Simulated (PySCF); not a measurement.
**ClH2NaO, a complex of two parts: interaction energy**

The task here is to estimate one member of a computed series from the others.

Computed with PySCF 2.14.0; each step states its level. No surroundings beyond the atoms listed, unless a continuum is named. Atoms count from 0, parts from 1.

### The system as given

5 atoms, charge 0, multiplicity 1; geometry: GFN2-xTB. Parts: 1 = atoms 0–1, `[Na][Cl]`, charge 0; 2 = atoms 2–4, `O`, charge 0.

Set-up of the first run:

Job settings and geometry (Å):

```
{"job": {"xc": "PBE0", "basis": "def2-SVPD", "d3": "d3bj", "grid": 2, "kind": "geom", "shake": 0.01}, "charge": 0, "multiplicity": 1, "parts": [{"atoms": "0-1", "charge": 0, "multiplicity": 1}, {"atoms": "2-4", "charge": 0, "multiplicity": 1}]}
Na    -0.325859    -0.383603     1.144251
Cl     0.823041    -0.174574    -0.845053
O     -0.120436    -2.448158     0.797124
H      0.378994    -2.019384     0.036672
H      0.008860    -3.396919     0.642004
```

The run is started by

```
> OMP_NUM_THREADS=1 python cluster_run.py task.json out
```

The driver reads the jobs from task.json and runs them one after another.

Among the steps run: Relaxing the molecule at PBE0-D3(BJ)/def2-SVPD; Coupled-cluster interaction energy: CCSD(T) and MP2.

One of the session's tables, all rows but one given; the rest of the session is left out.

It belongs to the step «Coupled-cluster interaction energy: CCSD(T) and MP2». 

| method | interaction energy (kcal/mol) |
| --- | --- |
| HF/aug-cc-pVDZ | -15.92 |
| MP2/aug-cc-pVDZ | -16.96 |
| CCSD/aug-cc-pVDZ | -16.39 |
| CCSD(T)/aug-cc-pVDZ | -16.56 |
| HF/aug-cc-pVTZ | ? |
| MP2/aug-cc-pVTZ | -18.25 |
| SCS-MP2/aug-cc-pVTZ | -17.26 |
| MP2, extrapolated | -18.78 |
| CCSD(T), limit estimate | -18.38 |

Q: Estimate the row for HF/aug-cc-pVTZ from the others.

**Answer.** interaction energy (kcal/mol): -15.97. In the column «interaction energy (kcal/mol)» it lies between CCSD/aug-cc-pVDZ (-16.39) and HF/aug-cc-pVDZ (-15.92).

In this run the core of Na (2s2p) is correlated, in a basis without core functions; only the other cores are frozen.

Caveats from the session: The interaction energy leaves out the deformation of the parts, 1.21 kcal/mol (MP2); added to the CCSD(T) estimate it gives a binding of about -17.17 kcal/mol.
